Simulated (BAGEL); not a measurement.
**One shape, several levels: singlet CH6BSi+**

Aim: a comparison of 5 runs (HF/3-21G, B3LYP/6-31G*, B3LYP/cc-pVDZ, PBE0/cc-pVDZ, RI-MP2/cc-pVDZ) of singlet CH6BSi+. 

Program for the calculation: BAGEL 1.2.2.

## Step 1: The system as given

The species is CH6BSi+ (9 atoms), meant as a singlet with charge +1. SMILES of the parent species: `C[B][SiH3]`. The coordinates come from a PBE0-D4/def2-TZVP relaxation. That shape belongs to the parent species and isn't relaxed for this state.

Bond lengths: C1–B2 1.531 Å, B2–Si3 1.979 Å, C1–H4 1.096 Å, C1–H5 1.093 Å, C1–H6 1.104 Å, Si3–H7 1.490 Å, Si3–H8 1.497 Å, Si3–H9 1.491 Å. Some angles: C1–B2–Si3 143.4°, B2–C1–H4 114.7°, B2–C1–H5 115.4°, B2–C1–H6 103.7°, B2–Si3–H7 107.8°, B2–Si3–H8 118.1°, B2–Si3–H9 107.4°, H4–C1–H5 109.7°, H4–C1–H6 105.9°, H5–C1–H6 106.4°.

## Step 2: A single-point energy at HF/3-21G (density fitting with qzvpp-jkfit) (run 1)

Input file input.json:

```json
{ "bagel" : [

{
  "title" : "molecule",
  "basis" : "3-21g",
  "df_basis" : "qzvpp-jkfit",
  "angstrom" : "true",
  "geometry" : [
    { "atom" : "C", "xyz" : [      -0.713700,       1.080700,      -1.086300 ] },
    { "atom" : "B", "xyz" : [       0.356600,       0.485400,      -0.168100 ] },
    { "atom" : "Si", "xyz" : [       0.763500,      -1.054100,       1.006500 ] },
    { "atom" : "H", "xyz" : [      -1.311200,       0.342200,      -1.632900 ] },
    { "atom" : "H", "xyz" : [      -0.363800,       1.854200,      -1.774600 ] },
    { "atom" : "H", "xyz" : [      -1.410300,       1.576900,      -0.388300 ] },
    { "atom" : "H", "xyz" : [       2.079200,      -1.612300,       0.585100 ] },
    { "atom" : "H", "xyz" : [      -0.212500,      -2.188100,       1.046100 ] },
    { "atom" : "H", "xyz" : [       0.900700,      -0.531100,       2.395500 ] }
  ]
},

{ "title" : "hf", "charge" : 1 },

{ "title" : "print", "file" : "orbitals.molden", "orbitals" : "true" }

]}
```

The run is started by

```console
BAGEL_NUM_THREADS=1 BAGEL input.json > input.out
```

Log:

```text
* using 1 threads per process

  ===============================================================
  ===============================================================

  *** Geometry ***

  { "atom" : "C", "xyz" : [     -1.348698,      2.042227,     -2.052809 ] },
  { "atom" : "B", "xyz" : [      0.673876,      0.917273,     -0.317663 ] },
  { "atom" : "Si", "xyz" : [      1.442806,     -1.991960,      1.902009 ] },
  { "atom" : "H", "xyz" : [     -2.477809,      0.646664,     -3.085734 ] },
  { "atom" : "H", "xyz" : [     -0.687482,      3.503930,     -3.353508 ] },
  { "atom" : "H", "xyz" : [     -2.665081,      2.979909,     -0.733781 ] },
  { "atom" : "H", "xyz" : [      3.929119,     -3.046805,      1.105679 ] },
  { "atom" : "H", "xyz" : [     -0.401567,     -4.134910,      1.976842 ] },
  { "atom" : "H", "xyz" : [      1.702076,     -1.003634,      4.526839 ] },

  Number of auxiliary basis functions:      386

  Since a DF basis is specified, we compute 2- and 3-index integrals:
    o Being stored without compression. Storage requirement is 0.006 GB

  Number of basis functions:       43
  Number of electrons      :       31

    * METHOD: MOLECULE                             0.08

  *** RHF ***

  === Nuclear Repulsion ===
    83.1511942010

      * DIIS with orbital gradients will be used.

  === RHF iteration (3-21g) ===
      0       -352.66167821          0.01765503           0.01
      1       -352.73406326          0.00600633           0.01
      2       -352.74050377          0.00171640           0.01
      3       -352.74125590          0.00031754           0.01
      4       -352.74128554          0.00010185           0.01
      5       -352.74128996          0.00002384           0.01
      6       -352.74129022          0.00001046           0.01
      7       -352.74129029          0.00000297           0.01
      8       -352.74129029          0.00000063           0.01
      9       -352.74129029          0.00000013           0.01
     10       -352.74129029          0.00000004           0.01
     11       -352.74129029          0.00000002           0.01
     12       -352.74129029          0.00000001           0.01
    * SCF iteration converged.

    * Permanent dipole moment:
           (    0.227406,    -1.018177,     0.701109) a.u.

    * METHOD: HF                                   0.24

    * METHOD: PRINT                                0.01

  ===============================================================
```

Wall time 0.5 s (1 thread of AMD EPYC 9B14 (Zen 4), shared host).

## Step 3: The energy at B3LYP/6-31G(d) (density fitting with qzvpp-jkfit, spherical functions) (run 2)

Input file input.json:

```json
{ "bagel": [

{
  "title": "molecule",
  "basis": "6-31gs.json",
  "df_basis": "qzvpp-jkfit",
  "angstrom": true,
  "geometry": [
    { "atom": "C", "xyz": [      -0.713700,       1.080700,      -1.086300 ] },
    { "atom": "B", "xyz": [       0.356600,       0.485400,      -0.168100 ] },
    { "atom": "Si", "xyz": [       0.763500,      -1.054100,       1.006500 ] },
    { "atom": "H", "xyz": [      -1.311200,       0.342200,      -1.632900 ] },
    { "atom": "H", "xyz": [      -0.363800,       1.854200,      -1.774600 ] },
    { "atom": "H", "xyz": [      -1.410300,       1.576900,      -0.388300 ] },
    { "atom": "H", "xyz": [       2.079200,      -1.612300,       0.585100 ] },
    { "atom": "H", "xyz": [      -0.212500,      -2.188100,       1.046100 ] },
    { "atom": "H", "xyz": [       0.900700,      -0.531100,       2.395500 ] }
  ]
},

{ "title": "ks", "xc_func": "b3lyp", "charge": 1 },

{ "title": "print", "file": "orbitals.molden", "orbitals": true }

]}
```

The basis set 6-31G* is read from a file made from the Basis Set Exchange's data (not shown).

The run is started by

```console
BAGEL_NUM_THREADS=1 BAGEL input.json > input.out
```

Log:

```text
* using 1 threads per process

  ===============================================================
  ===============================================================

  *** Geometry ***

  { "atom" : "C", "xyz" : [     -1.348698,      2.042227,     -2.052809 ] },
  { "atom" : "B", "xyz" : [      0.673876,      0.917273,     -0.317663 ] },
  { "atom" : "Si", "xyz" : [      1.442806,     -1.991960,      1.902009 ] },
  { "atom" : "H", "xyz" : [     -2.477809,      0.646664,     -3.085734 ] },
  { "atom" : "H", "xyz" : [     -0.687482,      3.503930,     -3.353508 ] },
  { "atom" : "H", "xyz" : [     -2.665081,      2.979909,     -0.733781 ] },
  { "atom" : "H", "xyz" : [      3.929119,     -3.046805,      1.105679 ] },
  { "atom" : "H", "xyz" : [     -0.401567,     -4.134910,      1.976842 ] },
  { "atom" : "H", "xyz" : [      1.702076,     -1.003634,      4.526839 ] },

  Number of auxiliary basis functions:      386

  Since a DF basis is specified, we compute 2- and 3-index integrals:
    o Being stored without compression. Storage requirement is 0.010 GB

  Number of basis functions:       58
  Number of electrons      :       31

    * METHOD: MOLECULE                             0.11

  *** Kohn-Sham DFT ***

    * Removing 14749 points whose weight is below 1.00e-10
    * Grid points: 119405

  === Nuclear Repulsion ===
    83.1511942010

       - DIIS with orbital gradients will be used.

  === KS iteration (b3lyp / 6-31gs.json) ===
      0       -333.04822329          0.11385307           0.26
      1       -249.34824387          0.21234506           0.26
      2       -277.66153459          0.08656065           0.24
      3       -248.07485754          0.23562194           0.24
      4       -329.32768381          0.14808810           0.24
      5       -332.00179586          0.13317183           0.24
      6       -332.55920925          0.13181014           0.24
      7       -332.38827731          0.13281061           0.24
      8       -325.45220262          0.10961559           0.24
      9       -345.97650584          0.09533462           0.24
     10       -355.14821045          0.03600407           0.24
     11       -354.26337026          0.07874781           0.24
     12       -354.67058379          0.06908064           0.24
     13       -354.47152789          0.07473806           0.25
     14       -355.59080513          0.02055267           0.24
     15       -355.69457780          0.00539234           0.25
     16       -355.70260219          0.00203330           0.25
     17       -355.70389038          0.00031998           0.25
     18       -355.70392009          0.00006768           0.25
     19       -355.70392139          0.00002428           0.24
     20       -355.70392158          0.00000552           0.25
     21       -355.70392159          0.00000210           0.25
     22       -355.70392159          0.00000038           0.25
     23       -355.70392159          0.00000011           0.25
     24       -355.70392159          0.00000005           0.25
     25       -355.70392159          0.00000001           0.25
     26       -355.70392159          0.00000001           0.25
    * SCF iteration converged.

    * Permanent dipole moment:
           (    0.313350,    -0.916728,     0.683918) a.u.

    * METHOD: KS                                   7.18

    * METHOD: PRINT                                0.01

  ===============================================================
```

It took 7.5 s on 1 thread of AMD EPYC 9B14 (Zen 4), shared host; peak memory 0.33 GiB.

Runs 3 to 4 aren't shown in full; the table further down has their settings and results.

## Step 4: A single-point energy at RI-MP2/cc-pVDZ (density fitting with qzvpp-jkfit) (run 5)

Input file calc.json:

```json
{ "bagel": [

{
  "title": "molecule",
  "basis": "cc-pvdz.json",
  "df_basis": "qzvpp-jkfit",
  "angstrom": "true",
  "geometry": [
    { "atom": "C", "xyz": [   -0.713700,    1.080700,   -1.086300 ] },
    { "atom": "B", "xyz": [    0.356600,    0.485400,   -0.168100 ] },
    { "atom": "Si", "xyz": [    0.763500,   -1.054100,    1.006500 ] },
    { "atom": "H", "xyz": [   -1.311200,    0.342200,   -1.632900 ] },
    { "atom": "H", "xyz": [   -0.363800,    1.854200,   -1.774600 ] },
    { "atom": "H", "xyz": [   -1.410300,    1.576900,   -0.388300 ] },
    { "atom": "H", "xyz": [    2.079200,   -1.612300,    0.585100 ] },
    { "atom": "H", "xyz": [   -0.212500,   -2.188100,    1.046100 ] },
    { "atom": "H", "xyz": [    0.900700,   -0.531100,    2.395500 ] }
  ]
},
{
  "title": "hf",
  "charge": 1
},
{
  "title": "mp2",
  "charge": 1,
  "ncore": 7
}

]}
```

The basis set cc-pVDZ is read from a file made from the Basis Set Exchange's data (not shown).

The run is started by

```console
BAGEL_NUM_THREADS=1 BAGEL calc.json > calc.out
```

Log:

```text
* using 1 threads per process

  ===============================================================
  ===============================================================

  *** Geometry ***

  { "atom" : "C", "xyz" : [     -1.348698,      2.042227,     -2.052809 ] },
  { "atom" : "B", "xyz" : [      0.673876,      0.917273,     -0.317663 ] },
  { "atom" : "Si", "xyz" : [      1.442806,     -1.991960,      1.902009 ] },
  { "atom" : "H", "xyz" : [     -2.477809,      0.646664,     -3.085734 ] },
  { "atom" : "H", "xyz" : [     -0.687482,      3.503930,     -3.353508 ] },
  { "atom" : "H", "xyz" : [     -2.665081,      2.979909,     -0.733781 ] },
  { "atom" : "H", "xyz" : [      3.929119,     -3.046805,      1.105679 ] },
  { "atom" : "H", "xyz" : [     -0.401567,     -4.134910,      1.976842 ] },
  { "atom" : "H", "xyz" : [      1.702076,     -1.003634,      4.526839 ] },

  Number of auxiliary basis functions:      386

  Since a DF basis is specified, we compute 2- and 3-index integrals:
    o Being stored without compression. Storage requirement is 0.018 GB

  Number of basis functions:       76
  Number of electrons      :       31

    * METHOD: MOLECULE                             0.13

  *** RHF ***

  === Nuclear Repulsion ===
    83.1511942010

      * DIIS with orbital gradients will be used.

  === RHF iteration (cc-pvdz.json) ===
      0       -354.54361213          0.01163387           0.03
      1       -354.63754822          0.00495038           0.03
      2       -354.64892835          0.00152212           0.03
      3       -354.65055545          0.00016814           0.03
      4       -354.65058905          0.00005304           0.03
      5       -354.65059186          0.00001420           0.03
      6       -354.65059205          0.00000524           0.03
      7       -354.65059209          0.00000247           0.03
      8       -354.65059210          0.00000058           0.03
      9       -354.65059211          0.00000016           0.03
     10       -354.65059211          0.00000005           0.03
     11       -354.65059211          0.00000002           0.03
     12       -354.65059211          0.00000001           0.03
    * SCF iteration converged.

    * Permanent dipole moment:
           (    0.242742,    -1.027314,     0.729664) a.u.

    * METHOD: HF                                   0.45

  *** RHF ***

  === Nuclear Repulsion ===
    83.1511942010

      * DIIS with orbital gradients will be used.

  === RHF iteration (cc-pvdz.json) ===
      0       -354.65059211          0.00000000           0.02
    * SCF iteration converged.

    * Permanent dipole moment:
           (    0.242742,    -1.027314,     0.729664) a.u.

  === DF-MP2 calculation ===

    * freezing 7 orbitals
    * 3-index integral transformation done
    * assembly done

      MP2 correlation energy:   -0.2995432266      0.01

      MP2 total energy:       -354.9501353320

    * METHOD: MP2                                  0.08

  ===============================================================
```

It took 0.82 s on 1 thread of AMD EPYC 9B14 (Zen 4), shared host.

## Step 5: Overview of the runs

```csv
run,level,frozen core orbitals,energy (Eh),HOMO energy (eV),LUMO energy (eV),HOMO–LUMO gap (eV),wall time
1,HF/3-21G (density fitting with qzvpp-jkfit),–,-352.741290,-17.99,-5.70,12.28,0.5 s
2,"B3LYP/6-31G* (density fitting with qzvpp-jkfit, spherical functions)",–,-355.703922,-14.65,-9.49,5.16,7.5 s
3,B3LYP/cc-pVDZ (density fitting with qzvpp-jkfit),–,-355.721671,-14.62,-9.50,5.11,6.3 s
4,PBE0/cc-pVDZ (density fitting with qzvpp-jkfit),–,-355.480662,-14.82,-9.28,5.54,6.3 s
5,RI-MP2/cc-pVDZ (density fitting with qzvpp-jkfit),7,-354.950135,–,–,–,0.82 s
```

## Step 6: Summary of results

| quantity | value |
| --- | --- |
| run 5: total energy | -354.95014 Eh |
| run 5: correlation energy (7 core orbitals frozen) | -299.5 mEh |

In words: Over runs 1, 2, 3, 4 the HOMO–LUMO gap runs from 5.11 eV (B3LYP/cc-pVDZ) to 12.28 eV (HF/3-21G). The two ends differ in method and basis. Totals of different functionals can't be ranked against each other. All runs together took 21 s, the longest 7.5 s.
